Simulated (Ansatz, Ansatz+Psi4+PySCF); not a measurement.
```xyz
8

H     2.0251    0.4419   -0.0639
C     1.1661   -0.2323    0.0046
N    -0.0444    0.5701   -0.1529
O    -1.1724   -0.2904    0.1292
H    -1.6876   -0.2293   -0.6813
H     1.2272   -0.9542   -0.8119
H     1.2063   -0.7761    0.9578
H    -0.0770    1.2447    0.6082
```

Basis set: cc-pVTZ (spherical functions). Correlated methods keep 3 orbitals frozen. Charge 0, multiplicity 1.

Computed with Ansatz (development build ahead of 0.2.0); each method stands on the lowest determinant of its kind that the runs found. Restricted open shells among the atoms or ions are ROHF, correlated in semicanonical orbitals with singles.

(1) Give the atomization energy at this shape (free ground-state atoms in the same class of orbitals less the molecule, no zero-point energy) of singlet CH5NO by RHF-MP2, RHF.

## Answers

(1)

```tsv
method	atomization energy
RHF-MP2	27.61 eV
RHF	18.93 eV
```
